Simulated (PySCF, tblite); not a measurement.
# C₃H₆O: protonation, NMR shifts, part 3 of 3

tblite 0.8.0 and PySCF 2.14.0. Atoms count from 0. The steps go on from the part before.

### 24 Single point (C3H7O+): BP86-D3(BJ)/6-31G in diethylether

Geometry: PBE0-D3(BJ)/def2-SVP.

Job settings and geometry (Å):

```
{"job": {"kind": "sp", "xc": "BP86", "basis": "6-31G", "d3": "d3bj", "grid": 4, "solvent": "diethylether"}, "charge": 1, "multiplicity": 1}
C     -1.213439    -0.228395     0.223709
C      0.016815     0.345967    -0.370835
C      1.358281    -0.162759    -0.105930
O      0.959670     1.091413     0.587472
H     -1.015391    -0.823090     1.127896
H     -1.653792    -0.903327    -0.529207
H     -1.957654     0.553402     0.432162
H     -0.098553     0.996052    -1.244890
H      1.490470    -1.010936     0.573995
H      2.179258     0.039481    -0.799037
H      0.728981     0.948636     1.528085
```

Output:

```text
final grid: 224040 points
cycle   1  E = -193.4478411040  dE = -3.987e-04  |g| = 1.390e-02  |ddm| = 1.298e-01
cycle   2  E = -193.4478102162  dE =  3.089e-05  |g| = 2.040e-02  |ddm| = 3.925e-02
cycle   3  E = -193.4478899159  dE = -7.970e-05  |g| = 6.393e-03  |ddm| = 1.866e-02
cycle   4  E = -193.4478987376  dE = -8.822e-06  |g| = 1.194e-03  |ddm| = 6.770e-03
cycle   5  E = -193.4478990528  dE = -3.153e-07  |g| = 1.279e-04  |ddm| = 1.200e-03
cycle   6  E = -193.4478990567  dE = -3.876e-09  |g| = 6.374e-05  |ddm| = 1.954e-04
converged SCF energy = -193.4478990567
```

It took 3.2 s on 1 thread of Arm Neoverse V1, shared host; peak memory 0.57 GiB.

### 25 Protonation: BP86-D3(BJ)/6-31G

This step combines the energies above: geometries from PBE0-D3(BJ)/def2-SVP, zero-point and thermal terms from PBE0-D3(BJ)/def2-SVP.

Job settings and geometry (Å):

```
{"job": {"kind": "pa", "geom": {"xc": "PBE0", "basis": "def2-SVP", "d3": "d3bj", "grid": 1}, "hess": 1, "level": {"xc": "BP86", "basis": "6-31G", "d3": "d3bj", "grid": 4, "solvents": ["diethylether"]}}, "charge": 0, "multiplicity": 1}
C     -1.209217    -0.207952     0.234831
C      0.027013     0.409143    -0.347826
C      1.366401    -0.119615    -0.084256
O      0.905826     1.050358     0.553527
H     -0.972301    -0.739703     1.167707
H     -1.662981    -0.919544    -0.472185
H     -1.957733     0.566214     0.463518
H     -0.119044     0.956025    -1.291547
H      1.477136    -1.003220     0.558889
H      2.166860     0.019311    -0.822919
```

Output (the driver's rows laid out field by field):

```text
protonation site by site, BP86-D3(BJ)/6-31G // PBE0-D3(BJ)/def2-SVP

row 1
  formula                 C3H7O
  charge                  1
  multiplicity            1
  smiles                  C[C@@H]1C[OH+]1
  kept                    yes
  pieces                  1
  point_group             C1
  atom                    3
  element                 O
  electronic              841.8
  enthalpy                814.47
  free_energy             783.07
  solution                diethylether 982.63
  share_gas               1.0
  share_solution          diethylether 1.0
```

Wall time 15 s (1 thread of Arm Neoverse V1, shared host); peak memory 0.57 GiB.

Energy given off on adding a proton (kJ/mol, gas phase, 298 K for the thermal columns):

| site | product | electronic | enthalpy | free energy |
| --- | --- | --- | --- | --- |
| O3 | C[C@@H]1C[OH+]1 | 841.8 | 814.5 | 783.1 |

Free energies in a continuum (kJ/mol, same sign; the bare proton is left unsolvated, so these are no solution acidities or basicities): diethylether: O3 982.6.

### 26 Single point (C₃H₆O): TPSS-D3(BJ)/cc-pVDZ

Geometry: PBE0-D3(BJ)/def2-SVP.

Settings changed since step 25:

```diff
@@ -1,2 +1,2 @@
-{"job": {"kind": "pa", "geom": {"xc": "PBE0", "basis": "def2-SVP", "d3": "d3bj", "grid": 1}, "hess": 1, "level": {"xc": "BP86", "basis": "6-31G", "d3": "d3bj", "grid": 4, "solvents": ["diethylether"]}}, "charge": 0, "multiplicity": 1}
+{"job": {"kind": "sp", "xc": "TPSS", "basis": "cc-pVDZ", "d3": "d3bj", "grid": 3}, "charge": 0, "multiplicity": 1}
 C     -1.209217    -0.207952     0.234831
```

Output:

```text
coarse grid: 35552 points
cycle   1  E = -193.0742049211  dE =  4.084e-01  |g| = 6.359e-01  |ddm| = 5.797e+00
cycle   2  E = -192.8115448773  dE =  2.627e-01  |g| = 1.290e+00  |ddm| = 2.611e+00
cycle   3  E = -193.1526090529  dE = -3.411e-01  |g| = 1.702e-01  |ddm| = 1.746e+00
cycle   4  E = -193.1589086490  dE = -6.300e-03  |g| = 5.075e-02  |ddm| = 3.260e-01
cycle   5  E = -193.1595344221  dE = -6.258e-04  |g| = 9.959e-03  |ddm| = 9.148e-02
cycle   6  E = -193.1595539608  dE = -1.954e-05  |g| = 4.516e-03  |ddm| = 1.942e-02
cycle   7  E = -193.1595589066  dE = -4.946e-06  |g| = 5.959e-04  |ddm| = 7.349e-03
final grid: 115288 points
cycle   8  E = -193.1597153785  dE =  6.369e-08  |g| = 8.966e-04  |ddm| = 2.876e-03
cycle   9  E = -193.1597149855  dE =  3.930e-07  |g| = 1.615e-03  |ddm| = 3.416e-03
cycle  10  E = -193.1597155588  dE = -5.733e-07  |g| = 1.877e-04  |ddm| = 2.189e-03
cycle  11  E = -193.1597155661  dE = -7.317e-09  |g| = 4.504e-05  |ddm| = 2.682e-04
converged SCF energy = -193.1597155661
```

Run time: 6.3 s. Hardware: 1 thread of Arm Neoverse V1, shared host.

### 27 Single point (C₃H₇O+): TPSS-D3(BJ)/cc-pVDZ

Geometry: PBE0-D3(BJ)/def2-SVP.

Job settings and geometry (Å):

```
{"job": {"kind": "sp", "xc": "TPSS", "basis": "cc-pVDZ", "d3": "d3bj", "grid": 3}, "charge": 1, "multiplicity": 1}
C     -1.213439    -0.228395     0.223709
C      0.016815     0.345967    -0.370835
C      1.358281    -0.162759    -0.105930
O      0.959670     1.091413     0.587472
H     -1.015391    -0.823090     1.127896
H     -1.653792    -0.903327    -0.529207
H     -1.957654     0.553402     0.432162
H     -0.098553     0.996052    -1.244890
H      1.490470    -1.010936     0.573995
H      2.179258     0.039481    -0.799037
H      0.728981     0.948636     1.528085
```

Output:

```text
coarse grid: 38024 points
cycle   1  E = -193.4416423494  dE =  6.028e-01  |g| = 4.295e-01  |ddm| = 6.003e+00
cycle   2  E = -193.3997124365  dE =  4.193e-02  |g| = 6.273e-01  |ddm| = 1.470e+00
cycle   3  E = -193.4738892265  dE = -7.418e-02  |g| = 1.653e-01  |ddm| = 8.839e-01
cycle   4  E = -193.4795032970  dE = -5.614e-03  |g| = 3.765e-02  |ddm| = 2.366e-01
cycle   5  E = -193.4798318933  dE = -3.286e-04  |g| = 7.529e-03  |ddm| = 6.847e-02
cycle   6  E = -193.4798451847  dE = -1.329e-05  |g| = 1.813e-03  |ddm| = 1.433e-02
cycle   7  E = -193.4798459700  dE = -7.852e-07  |g| = 4.268e-04  |ddm| = 3.393e-03
final grid: 125096 points
cycle   8  E = -193.4799562252  dE = -6.726e-09  |g| = 5.955e-04  |ddm| = 2.693e-03
cycle   9  E = -193.4799561606  dE =  6.456e-08  |g| = 7.866e-04  |ddm| = 2.349e-03
cycle  10  E = -193.4799563138  dE = -1.532e-07  |g| = 1.368e-04  |ddm| = 1.334e-03
cycle  11  E = -193.4799563175  dE = -3.699e-09  |g| = 1.142e-05  |ddm| = 1.565e-04
converged SCF energy = -193.4799563175
```

It took 7.2 s on 1 thread of Arm Neoverse V1, shared host.

### 28 Single point (C₃H₆O): TPSS-D3(BJ)/cc-pVDZ in N,N-dimethylformamide

Geometry: PBE0-D3(BJ)/def2-SVP.

Job settings and geometry (Å):

```
{"job": {"kind": "sp", "xc": "TPSS", "basis": "cc-pVDZ", "d3": "d3bj", "grid": 3, "solvent": "N,N-dimethylformamide"}, "charge": 0, "multiplicity": 1}
C     -1.209217    -0.207952     0.234831
C      0.027013     0.409143    -0.347826
C      1.366401    -0.119615    -0.084256
O      0.905826     1.050358     0.553527
H     -0.972301    -0.739703     1.167707
H     -1.662981    -0.919544    -0.472185
H     -1.957733     0.566214     0.463518
H     -0.119044     0.956025    -1.291547
H      1.477136    -1.003220     0.558889
H      2.166860     0.019311    -0.822919
```

Output:

```text
final grid: 115288 points
cycle   1  E = -193.1634094747  dE = -1.482e-04  |g| = 4.353e-02  |ddm| = 1.596e-01
cycle   2  E = -193.1622348936  dE =  1.175e-03  |g| = 9.087e-02  |ddm| = 1.548e-01
cycle   3  E = -193.1637955845  dE = -1.561e-03  |g| = 3.891e-03  |ddm| = 1.012e-01
cycle   4  E = -193.1637994110  dE = -3.826e-06  |g| = 1.361e-03  |ddm| = 9.060e-03
cycle   5  E = -193.1637998523  dE = -4.413e-07  |g| = 1.351e-04  |ddm| = 2.214e-03
cycle   6  E = -193.1637998557  dE = -3.439e-09  |g| = 6.703e-05  |ddm| = 2.878e-04
converged SCF energy = -193.1637998557
```

Wall time 4.4 s (1 thread of Arm Neoverse V1, shared host); peak memory 0.56 GiB.

### 29 Single point (C₃H₇O+): TPSS-D3(BJ)/cc-pVDZ in N,N-dimethylformamide

Geometry: PBE0-D3(BJ)/def2-SVP.

Job settings and geometry (Å):

```
{"job": {"kind": "sp", "xc": "TPSS", "basis": "cc-pVDZ", "d3": "d3bj", "grid": 3, "solvent": "N,N-dimethylformamide"}, "charge": 1, "multiplicity": 1}
C     -1.213439    -0.228395     0.223709
C      0.016815     0.345967    -0.370835
C      1.358281    -0.162759    -0.105930
O      0.959670     1.091413     0.587472
H     -1.015391    -0.823090     1.127896
H     -1.653792    -0.903327    -0.529207
H     -1.957654     0.553402     0.432162
H     -0.098553     0.996052    -1.244890
H      1.490470    -1.010936     0.573995
H      2.179258     0.039481    -0.799037
H      0.728981     0.948636     1.528085
```

Output:

```text
final grid: 125096 points
cycle   1  E = -193.5808269977  dE = -8.264e-04  |g| = 2.187e-02  |ddm| = 2.297e-01
cycle   2  E = -193.5808463580  dE = -1.936e-05  |g| = 2.078e-02  |ddm| = 7.091e-02
cycle   3  E = -193.5809461797  dE = -9.982e-05  |g| = 6.083e-03  |ddm| = 3.679e-02
cycle   4  E = -193.5809540929  dE = -7.913e-06  |g| = 1.954e-03  |ddm| = 9.542e-03
cycle   5  E = -193.5809547782  dE = -6.854e-07  |g| = 3.907e-04  |ddm| = 2.728e-03
cycle   6  E = -193.5809548081  dE = -2.989e-08  |g| = 1.032e-04  |ddm| = 6.179e-04
cycle   7  E = -193.5809548108  dE = -2.640e-09  |g| = 1.894e-05  |ddm| = 1.998e-04
converged SCF energy = -193.5809548108
```

Run time: 5.8 s. Hardware: 1 thread of Arm Neoverse V1, shared host; peak memory 0.57 GiB.

### 30 Protonation: TPSS-D3(BJ)/cc-pVDZ

This step combines the energies above: geometries from PBE0-D3(BJ)/def2-SVP, zero-point and thermal terms from PBE0-D3(BJ)/def2-SVP.

Job settings and geometry (Å):

```
{"job": {"kind": "pa", "geom": {"xc": "PBE0", "basis": "def2-SVP", "d3": "d3bj", "grid": 1}, "hess": 1, "level": {"xc": "TPSS", "basis": "cc-pVDZ", "d3": "d3bj", "grid": 3, "solvents": ["N,N-dimethylformamide"]}}, "charge": 0, "multiplicity": 1}
C     -1.209217    -0.207952     0.234831
C      0.027013     0.409143    -0.347826
C      1.366401    -0.119615    -0.084256
O      0.905826     1.050358     0.553527
H     -0.972301    -0.739703     1.167707
H     -1.662981    -0.919544    -0.472185
H     -1.957733     0.566214     0.463518
H     -0.119044     0.956025    -1.291547
H      1.477136    -1.003220     0.558889
H      2.166860     0.019311    -0.822919
```

Output (the driver's rows laid out field by field):

```text
protonation site by site, TPSS-D3(BJ)/cc-pVDZ // PBE0-D3(BJ)/def2-SVP

row 1
  formula                 C3H7O
  charge                  1
  multiplicity            1
  smiles                  C[C@@H]1C[OH+]1
  kept                    yes
  pieces                  1
  point_group             C1
  atom                    3
  element                 O
  electronic              840.79
  enthalpy                813.46
  free_energy             782.06
  solution                N,N-dimethylformamide 1036.51
  share_gas               1.0
  share_solution          N,N-dimethylformamide 1.0
```

It took 24 s on 1 thread of Arm Neoverse V1, shared host; peak memory 0.57 GiB.

Energy given off on adding a proton (kJ/mol, gas phase, 298 K for the thermal columns):

```csv
site,product,electronic,enthalpy,free energy
O3,C[C@@H]1C[OH+]1,840.8,813.5,782.1
```

Free energies in a continuum (kJ/mol, same sign; the bare proton is left unsolvated, so these are no solution acidities or basicities): N,N-dimethylformamide: O3 1036.5.

### 31 Outcome

What follows sums up all 3 parts.

```
                                                                   quantity                       value
                                  strongest single infrared mode (GFN2-xTB)        3035 cm⁻¹, 40 km/mol
                                               zero-point energy (GFN2-xTB)               52.8 kcal/mol
                                                                point group                          C1
                                       rotational constants (main isotopes)       18.47, 6.69, 5.99 GHz
                         proton affinity (−ΔH), O3 (wB97X-D3(BJ)/def2-TZVP)                804.3 kJ/mol
                                $^{13}$C shifts against TMS (PBE0/pcSseg-1)        46.4, 45.7, 20.1 ppm
$^{1}$H shifts against TMS (PBE0/pcSseg-1, means over atoms taken as alike)  2.52, 2.48, 2.10, 1.21 ppm
                                $^{17}$O shifts against H2O (PBE0/pcSseg-1)                    20.8 ppm
                      proton affinity (−ΔH), O3 (CAM-B3LYP-D3(BJ)/def2-SVP)                795.6 kJ/mol
                              proton affinity (−ΔH), O3 (BP86-D3(BJ)/6-31G)                814.5 kJ/mol
                            proton affinity (−ΔH), O3 (TPSS-D3(BJ)/cc-pVDZ)                813.5 kJ/mol
```

In words: All 24 modes are real, so the xTB geometry is a minimum. GFN2-xTB is a fitted tight-binding method: band positions and strengths are rough. Its intensities can rank the bands wrongly. Relaxing lowered the energy by 0.030 eV in 3 steps; the close pair that moved most is C1–O3, from 1.398 to 1.413 Å (PBE0/def2-SVP). The proton affinity (−ΔH) at O3 is 804.3 kJ/mol at wB97X-D3(BJ)/def2-TZVP; zero-point and thermal terms move it by -27.4 kJ/mol from the electronic value. At PBE0/pcSseg-1: The largest span, 272 ppm, is at O3, where the paramagnetic term is -82 ppm.
